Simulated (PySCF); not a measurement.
**Atomic charges by several schemes**

C6H10.
Atom-mapped SMILES: `[CH2:1]1[CH2:2][C@H:3]2[CH2:4][C@@H:5]1[CH2:6]2` (hydrogens: H7, H8 on C1; H9, H10 on C2; H11 on C3; H12, H13 on C4; H14 on C5; H15, H16 on C6)

Geometry (GFN2-xTB, Å), atoms numbered from 1 in this order:
```xyz
16
C6H10 angstrom
C     -0.464    1.108   -0.634
C     -0.329    0.962    0.899
C      0.228   -0.461    0.956
C     -0.672   -1.188   -0.054
C      0.051   -0.270   -1.052
C      1.289   -0.424   -0.155
H     -1.494    1.273   -0.949
H      0.152    1.913   -1.033
H      0.359    1.689    1.329
H     -1.287    1.047    1.412
H      0.439   -0.872    1.939
H     -0.422   -2.239   -0.176
H     -1.749   -1.067    0.052
H      0.081   -0.487   -2.116
H      2.005    0.395   -0.140
H      1.805   -1.371   -0.290
```

Density: PBE0/pcSseg-1 (PySCF); schemes: Mulliken, IAO, Hirshfeld and ESP-fitted. Isolated species at its GFN2-xTB geometry, gas phase.

Atoms with like bonding are taken together and averaged. Which atoms carry the lowest charge in the Mulliken, IAO, Hirshfeld and ESP-fitted schemes?

The schemes don't all agree: Mulliken C3/C5 (-0.293); IAO C4/C6 (-0.269); Hirshfeld C4/C6 (-0.077); ESP-fitted C4/C6 (-0.417).

For which atoms does the sign change between the 4 schemes (beyond +0.03 e in one, beyond −0.03 e in another)?

C3/C5. Atomic charges aren't observables, and each scheme defines them in its own way.

At which atom do the 4 schemes differ most?

At C3/C5: from -0.293 (Mulliken) to +0.184 e (ESP-fitted), 0.477 e apart.

Give the atomic charges in each scheme.

In e; atoms taken as equivalent share a row and are averaged (×n: the atom named and its like, n in all):

```csv
atom,environment,Mulliken,IAO,Hirshfeld,ESP-fitted
C1/C2,ring CH2 carbon,-0.151,-0.268,-0.072,-0.190
C3/C5,sp3 carbon at a ring junction,-0.293,-0.104,-0.027,+0.184
C4/C6,four-membered-ring carbon,-0.104,-0.269,-0.077,-0.417
H7/H8/H9/H10,methylene hydrogen,+0.120,+0.131,+0.035,+0.072
H11/H14,methine hydrogen,+0.083,+0.127,+0.035,+0.013
H12/H16,methylene hydrogen,+0.117,+0.133,+0.038,+0.131
H13/H15,methylene hydrogen,+0.107,+0.120,+0.033,+0.134
```

Mean size of the charges over all atoms: IAO 0.160 e, ESP-fitted 0.152 e, Mulliken 0.137 e, Hirshfeld 0.044 e. Each set sums to the total charge, 0, to within 0.001 e. The Hirshfeld scheme weights the molecular density at each point by an atom's share of the summed free-atom densities. The ESP scheme is a least-squares fit of atom-centred charges to the potential on four shells outside the van der Waals surface, with the total charge fixed.

How many electrons does the IAO scheme count on C3?

Its own charge is -0.104 e, so Z − q = 6.104.

Sum the charges by element.

```json
{"element": "C", "atoms": "6", "Mulliken": "-1.096", "IAO": "-1.282", "Hirshfeld": "-0.352", "ESP-fitted": "-0.845"}
{"element": "H", "atoms": "10", "Mulliken": "+1.096", "IAO": "+1.282", "Hirshfeld": "+0.352", "ESP-fitted": "+0.845"}
```
